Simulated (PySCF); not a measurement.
**Does the structure fit the spectrum?**

A compound C₆H₄O₂ gives the data below (simulated from a calculation) and was assigned the structure `C#CC(=O)C(=C)C=O`.

$^{13}$C{$^{1}$H} NMR (computed): δ 156.7 (C, 2C), 148.5 (CH, 2C), 104.1 (CH, 2C).

$^{1}$H NMR (400 MHz, computed): δ 7.56 (m, 2H), 6.69 (m, 2H).

[PySCF 2.14: GFN2-xTB geometry; σ from GIAO-PBE0/pcSseg-1; no relativistic terms; one averaged value for each set of equivalent atoms; no solvent model; one conformer]

δ = σ(ref) − σ, references computed at the same level: TMS for $^{1}$H, $^{13}$C.

Question: Compare with the shifts computed for the proposed structure, pairing carbons in order of shift.

Answer: Atoms are numbered as in `[CH:1]#[C:2][C:3](=[O:4])[C:5](=[CH2:6])[CH:7]=[O:8]`. Each H is labelled by its parent atom.

| atom | computed for proposal | given list | difference |
| --- | --- | --- | --- |
| C7 | 193.8 | 156.7 | +37.1 |
| C3 | 180.8 | 156.7 | +24.1 |
| C6 | 151.2 | 148.5 | +2.7 |
| C5 | 146.1 | 148.5 | -2.4 |
| C1 | 90.5 | 104.1 | -13.6 |
| C2 | 82.2 | 104.1 | -21.9 |

The rms difference is 21.0 ppm and the largest +37.1 ppm at C7 (aldehyde carbonyl carbon). The proposal also would give 6 carbon signals, not 3. The carbon types in order of shift don't match either: CH, C, CH2, C, CH, C for the proposal against C, C, CH, CH, CH, CH in the data. The proposal doesn't fit.

Question: Which isomer fits?

Answer: SMILES c1cc2occc2o1.

Carbon types of the structure: 2 × C, 4 × CH, which accounts for all hydrogens. δC 156.7: ring-fusion aromatic carbon. δC 148.5: aromatic CH next to the ring oxygen. δC 104.1: aromatic CH. δH 7.56: hydrogen on an aromatic CH next to the ring oxygen; the ring current deshields protons in the ring plane.

The data come from this structure; uniqueness wasn't tested.

Shifts are as computed. Against solution values, carbons near 30 ppm lie about +3 ppm off and those near 130 ppm about +5 ppm. Of 1211 compounds with measured shifts, 218 miss one by over three times the rms of a fit or turn the order of signals round; such compounds aren't used in these exercises. No couplings were computed; multiplicities are counted from neighbouring protons, with m where these are inequivalent, close in shift, in a saturated or five-membered ring or joined by F or P, and br s for small geminal =CH2 splittings.
